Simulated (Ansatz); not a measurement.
Working through harmonic frequencies at the relaxed geometry of Cl2

Computed with the Python package of Ansatz (0.2.0).

Notebook, run cell by cell (the value of a cell's last expression is shown):

```python
import ansatz as az
import numpy as np
```

```python
geometry_ang = [
    ("Cl", (0.85985, -0.28631, 0.44086)),
    ("Cl", (-0.85985, 0.28631, -0.44086)),
]
molecule = az.Crystal.molecule()
for symbol, xyz in geometry_ang:
    molecule = molecule.atom(symbol, xyz)
```

```python
job = (
    molecule.calculation()
    .basis(gaussian="6-31G*")
    .functional("pbe", dispersion="d3bj")
)
symbols = [site.symbol for site in molecule.cartesian_sites]
start = np.array([site.position_ang for site in molecule.cartesian_sites], dtype=float)
report = job.relax(force_tolerance=0.003).run().report
end = np.array(report["positions_ang"])

print("final positions (A) and the move of each atom")
for symbol, xyz, old in zip(symbols, end, start):
    print(f"{symbol:2s} {xyz[0]:10.5f} {xyz[1]:10.5f} {xyz[2]:10.5f}   {np.linalg.norm(xyz - old):7.4f}")
```

    final positions (A) and the move of each atom
    Cl    0.87082   -0.28996    0.44648    0.0129
    Cl   -0.87082    0.28996   -0.44648    0.0129

```python
# frequencies need a stationary point, so they are taken at the relaxed geometry
minimum = az.Crystal.molecule()
for symbol, xyz in zip(symbols, end):
    minimum = minimum.atom(symbol, xyz.tolist())
vibrating = (
    minimum.calculation()
    .basis(gaussian="6-31G*")
    .functional("pbe", dispersion="d3bj")
    .phonons(temperatures=(100, 500, 100))
)
vib = vibrating.run().report["vibrations"]
sums = vib["harmonic_sums"]
modes = [m["omega_inv_cm"] for m in sums["modes_at_gamma"] if m["rigid_motion"] == "no"]
for number, w in enumerate(modes, start=1):
    print(f"mode {number:2d} {w:9.1f} 1/cm {w / 8065.544 * 1000:8.2f} meV")
print("imaginary modes:", sum(w < 0 for w in modes), " zero-point energy:", round(sums["zero_point_energy_ev"], 4), "eV")
print("T (K)   F_vib (eV)   S_vib (meV/K)   C_vib (meV/K)")
for row in zip(sums["temperatures_k"], sums["vibrational_free_energy_ev"], vib["entropy_ev_per_k"], vib["heat_capacity_ev_per_k"]):
    print(f"{row[0]:6.1f} {row[1]:11.4f} {1000 * row[2]:13.4f} {1000 * row[3]:15.4f}")
```

    mode  1     509.3 1/cm    63.15 meV
    imaginary modes: 0  zero-point energy: 0.0316 eV
    T (K)   F_vib (eV)   S_vib (meV/K)   C_vib (meV/K)
     100.0      0.0316        0.0005          0.0030
     200.0      0.0311        0.0105          0.0312
     300.0      0.0292        0.0279          0.0536
     400.0      0.0256        0.0451          0.0656
     500.0      0.0203        0.0606          0.0723

The frequencies are harmonic and unscaled, in a modest basis. The result belongs to the one conformer reached from this start, and soft torsions count as harmonic oscillators. Hardware and time: 4.8 s on 1 thread of Arm Neoverse V1, on a shared host, peak memory 0.16 GiB.

(Lines on the test bed's own set-up are left out of the output.)
